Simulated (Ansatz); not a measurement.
## Molecular dynamics of C5H9N

Input:

```yaml
crystal:
  periodic: [false, false, false]
  atoms:
    - { symbol: H, position_ang: [0.9128, 0.9818, -0.2482] }
    - { symbol: C, position_ang: [0.3375, 0.8272, 1.0168] }
    - { symbol: C, position_ang: [-0.3462, -0.399, 0.8031] }
    - { symbol: "N", position_ang: [-0.4128, -1.3271, 1.8274] }
    - { symbol: C, position_ang: [-0.7408, -0.7901, -0.4778] }
    - { symbol: C, position_ang: [-0.2324, -0.175, -1.6037] }
    - { symbol: C, position_ang: [0.4337, 1.0684, -1.5598] }
    - { symbol: H, position_ang: [-0.2378, 1.7383, 0.9254] }
    - { symbol: H, position_ang: [0.9651, 0.8496, 1.9055] }
    - { symbol: H, position_ang: [0.179, -1.1426, 2.6224] }
    - { symbol: H, position_ang: [-0.4583, -2.2993, 1.5609] }
    - { symbol: H, position_ang: [-1.2172, -1.7562, -0.581] }
    - { symbol: H, position_ang: [-0.1489, -0.7857, -2.4951] }
    - { symbol: H, position_ang: [-0.1486, 1.9464, -1.3138] }
    - { symbol: H, position_ang: [1.115, 1.2634, -2.382] }
magnetization:
  spin_polarized: true
basis:
  gaussian: { orbitals: STO-3G }
hamiltonian:
  xc: b3lyp
  dispersion: d4
md:
  timestep: 0.5
  n_steps: 150
  ensemble: nve
  temperature: 100.0
  initial_velocities: maxwell_boltzmann
  seed: 407167
```

Run as:

```bash
$ ansatz run input.yaml --threads 1 --pin off --max-ram 2048MiB --backend cpu --events-out ev --progress --plain --runs-dir out
```

It starts from a rough guess of a transition structure, not a stationary point.

Output, in part (step lines, the closing report, with atoms numbered from 0):

```
md step     0: t =     0.00 fs  T =   100.0 K  F+E_penalty+E_count = -6734.88628335 eV  E_kin = 0.168038 eV  conserved = -6734.71824535 eV  (27 SCF iters)
md step     1: t =     0.50 fs  T =   110.3 K  F+E_penalty+E_count = -6734.90407125 eV  E_kin = 0.185263 eV  conserved = -6734.71880826 eV  (27 SCF iters)
md step     2: t =     1.00 fs  T =   121.6 K  F+E_penalty+E_count = -6734.92357774 eV  E_kin = 0.204265 eV  conserved = -6734.71931280 eV  (27 SCF iters)
md step     3: t =     1.50 fs  T =   129.3 K  F+E_penalty+E_count = -6734.93672830 eV  E_kin = 0.217203 eV  conserved = -6734.71952535 eV  (27 SCF iters)
md step     4: t =     2.00 fs  T =   131.1 K  F+E_penalty+E_count = -6734.93974908 eV  E_kin = 0.220320 eV  conserved = -6734.71942920 eV  (27 SCF iters)
md step     5: t =     2.50 fs  T =   127.7 K  F+E_penalty+E_count = -6734.93368513 eV  E_kin = 0.214551 eV  conserved = -6734.71913387 eV  (27 SCF iters)
md step     6: t =     3.00 fs  T =   121.5 K  F+E_penalty+E_count = -6734.92286223 eV  E_kin = 0.204094 eV  conserved = -6734.71876867 eV  (26 SCF iters)
md step     7: t =     3.50 fs  T =   115.7 K  F+E_penalty+E_count = -6734.91285921 eV  E_kin = 0.194416 eV  conserved = -6734.71844316 eV  (27 SCF iters)
[... lines left out ...]
Total energy: -6735.58012316 eV, -247.5280039860 hartree
Atom 0 at     1.626549     0.609759     1.686800 Å, force    -0.318576    -0.103891     0.654679 eV/Å
Atom 1 at     0.526240     0.750503     1.619073 Å, force    -0.190173     1.791772    -0.284204 eV/Å
Atom 2 at    -0.109780    -0.442045     0.955230 Å, force    -0.031093    -0.100217    -2.719609 eV/Å
Atom 3 at    -0.817886    -1.307682     1.858968 Å, force    -0.112207    -0.108558    -0.432754 eV/Å
Atom 4 at    -0.169794    -0.751095    -0.415157 Å, force    -1.260838    -0.884915    -0.272462 eV/Å
Atom 5 at    -0.235180    -0.113333    -1.809817 Å, force     0.002122     0.669106     1.572666 eV/Å
Atom 6 at     0.008926     1.123692    -2.289217 Å, force     0.741702     0.182777    -0.290816 eV/Å
Atom 7 at     0.419127     1.640451     0.942380 Å, force    -0.170538    -0.434101     0.656654 eV/Å
Atom 8 at     0.004578     0.947570     2.604849 Å, force     1.016901    -0.061493    -0.908801 eV/Å
Atom 9 at    -0.259446    -1.611419     2.681214 Å, force     0.590701     0.060587     0.677333 eV/Å
Atom 10 at    -1.009658    -2.163989     1.308164 Å, force    -0.548533    -0.892856    -0.111699 eV/Å
Atom 11 at    -0.555652    -1.791755    -0.585959 Å, force     0.108427     0.606156     0.508416 eV/Å
Atom 12 at    -0.739695    -0.717219    -2.578413 Å, force     0.411094    -0.903594     0.367057 eV/Å
Atom 13 at     0.413812     1.967811    -1.686090 Å, force    -0.126945    -0.481640    -0.564506 eV/Å
Atom 14 at    -0.084896     1.213049    -3.405639 Å, force    -0.112044     0.660868     1.148045 eV/Å
Dipole moment:     0.169628    -0.238306     0.265602 e Å
```

The steps, from the saved trajectory:

```tsv
time (fs)	T (K)	potential energy less start (eV)	conserved less start (meV/atom)
0.0	100	0.000	0.00
2.5	128	-0.047	-0.06
5.0	124	-0.040	-0.02
7.5	135	-0.060	-0.04
10.0	140	-0.068	-0.08
12.5	120	-0.034	0.01
15.0	201	-0.170	-0.07
17.5	275	-0.294	0.00
20.0	415	-0.531	-0.13
22.5	443	-0.578	-0.04
25.0	495	-0.665	-0.09
27.5	552	-0.761	-0.08
30.0	577	-0.802	-0.07
32.5	585	-0.816	-0.05
35.0	655	-0.934	-0.05
37.5	792	-1.165	-0.13
40.0	797	-1.171	-0.05
42.5	760	-1.111	-0.09
45.0	677	-0.970	0.01
47.5	719	-1.042	-0.14
50.0	682	-0.979	0.00
52.5	735	-1.070	-0.14
55.0	693	-0.996	0.02
57.5	735	-1.069	-0.15
60.0	621	-0.875	0.02
62.5	630	-0.892	-0.10
65.0	640	-0.907	-0.03
67.5	678	-0.973	-0.12
70.0	579	-0.805	-0.03
72.5	506	-0.683	-0.05
75.0	512	-0.694	-0.05
```

The run went to its last step. The conserved energy stayed within 0.16 meV per atom of its start (net change -0.052 meV per atom), so the integration is sound. The system heated up, since it started high on the potential surface and ran downhill. A run of 0.075 ps of so small a system gives no equilibrium averages. The orbitals stay closed-shell, which can raise the energy where a bond breaks towards radicals; this wasn't checked here. Limits of this set-up: minimal basis.

The step under study would form H1–C7 and break H1–C2. These pairs go: H1–C7 1.40 → 4.32 Å, H1–C2 1.40 → 1.11 Å. In the last frame they stand as before the step (other bonds may differ from the relaxed reactants and products). It ends as one piece, C5H9N. Pairs count as bonded within 1.25 times the sum of covalent radii (0.12 Å more for H–H).

Last frame:

```xyz
15
Properties=species:S:1:pos:R:3
H 1.627 0.610 1.687
C 0.526 0.750 1.619
C -0.110 -0.442 0.955
N -0.818 -1.308 1.859
C -0.170 -0.751 -0.415
C -0.235 -0.113 -1.810
C 0.009 1.124 -2.289
H 0.419 1.641 0.942
H 0.005 0.948 2.605
H -0.259 -1.611 2.681
H -1.010 -2.164 1.308
H -0.556 -1.792 -0.586
H -0.740 -0.717 -2.578
H 0.414 1.968 -1.686
H -0.085 1.213 -3.406
```

The run took 6.8 min on 1 thread of Intel(R) Xeon(R) 6975P-C (Granite Rapids), on a shared host, peak memory 0.16 GiB.
